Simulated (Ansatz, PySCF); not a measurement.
Molecule: C2H6N, charge 0, multiplicity 2. It need not be the lowest isomer of its formula. 
Geometry from a B3LYP-D3(BJ)/def2-TZVP (Ansatz, a first-principles code) optimisation:
SMILES: C[N]C
```xyz
9

C     -0.0072    -0.1765     1.1888
N      0.0467     0.6303     0.0038
C     -0.0178    -0.1612    -1.1908
H      0.8224    -0.8999     1.2161
H      0.0434     0.4479     2.0804
H     -0.9339    -0.7700     1.2248
H      0.8114    -0.8842    -1.2349
H      0.0249     0.4745    -2.0748
H     -0.9449    -0.7542    -1.2262
```
Charge 0, spin multiplicity 2.

Dipole moments at this geometry, in debye (magnitudes).

| level | program | dipole (D) |
|---|---|---|
| HF/def2-TZVPD | PySCF | 1.73 |
| PBE0/def2-TZVPD | Ansatz | 1.73 |
| PW6B95/def2-TZVPD | PySCF | 1.73 |
| CAM-B3LYP/def2-TZVPD | PySCF | 1.80 |
| wB97M-V/def2-TZVPD | Ansatz | … |
| CCSD(T)/aug-cc-pVDZ | Ansatz | … |

Q: Fill in the missing entries.

A: 
- wB97M-V/def2-TZVPD, dipole (D): 1.76
- CCSD(T)/aug-cc-pVDZ, dipole (D): 1.73
